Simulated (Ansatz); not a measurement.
**AlLi (triplet): from Hartree-Fock to the top rungs, aug-cc-pVTZ**

One table from this session's results is given with a row withheld; the runs are named, their logs left out.

Computed with Ansatz 0.2.0, Gaussian basis. Level: aug-cc-pVTZ, core rule «outside noble gas», up to 6 orbitals frozen.

Plan: UHF; CCSD(T) on ROHF; CCSD(T) on UHF; BCCD(T) on ROHF; CCSDT(Q) on ROHF; CCSDT(Q) on UHF; Full CI.

33 further runs of the same task are left out: 9 for a known fault of the program, 8 that didn't finish, 16 set aside as unsound or not needed. Runs told in other sessions of the task aren't counted.

## The geometry

The geometry is a PBE0/def2-TZVP stationary point (not a proven minimum).

2 atoms, charge 0, spin multiplicity 3.

Atoms are counted from 1 here; the program's logs count them from 0.

No contacts short enough for the rule that draws bonds.

Set-up of the first run:

File in.yaml:

```yaml
crystal:
  periodic: [false, false, false]
  atoms:
    - {symbol: Al, position_ang: [0.000000, 0.000000, 0.000000]}
    - {symbol: Li, position_ang: [0.000000, 0.000000, 2.635300]}
basis:
  gaussian: {orbitals: aug-cc-pVTZ}
magnetization: {spin_polarized: true, initial_magnetization: 2}
hamiltonian: {xc: hf}
output: {orbitals: {seedname: orbitals}}
```

Run with:

```sh
> ansatz run in.yaml --threads 1 --pin off --events-out ev --progress --plain --max-ram 2393MiB
```

Among the steps run: UHF; CCSD(T) on ROHF; CCSD(T) on UHF; BCCD(T) on ROHF; CCSDT(Q) on ROHF; CCSDT(Q) on UHF; Full CI.

One table of the session follows, with a row left open; its other results are not shown here.

```
   method  from FCI (kcal/mol)
     ROHF               +45.91
      UHF                    ?
     RMP2               +11.98
     UMP2               +12.55
    RCCSD                +2.65
    UCCSD                +2.51
 RCCSD(T)                +0.67
 UCCSD(T)                +0.67
  BCCD(T)                +0.68
   RCCSDT                +0.08
   UCCSDT                +0.06
RCCSDT(Q)                +0.02
UCCSDT(Q)                 0.00
      FCI                    0
```

**Question.** Estimate the row for UHF.

As computed: from FCI (kcal/mol): +43.35. In the column «from FCI (kcal/mol)» it lies between UMP2 (+12.55) and ROHF (+45.91).

With the free atoms at the same levels and basis (separate runs), the atomisation energy is 0.817 eV at FCI, 0.802 eV at RCCSD(T), 0.801 eV at UCCSD(T), 0.369 eV at ROHF.

Limits of these values: Levels on UHF freeze UHF's core orbitals, full CI those of ROHF, so the U rows can settle a little off it for that reason alone. Restricted and unrestricted rows rest on different reference determinants; a gap between their highest levels can come from leftover correlation error, from unlike frozen cores or from another state.
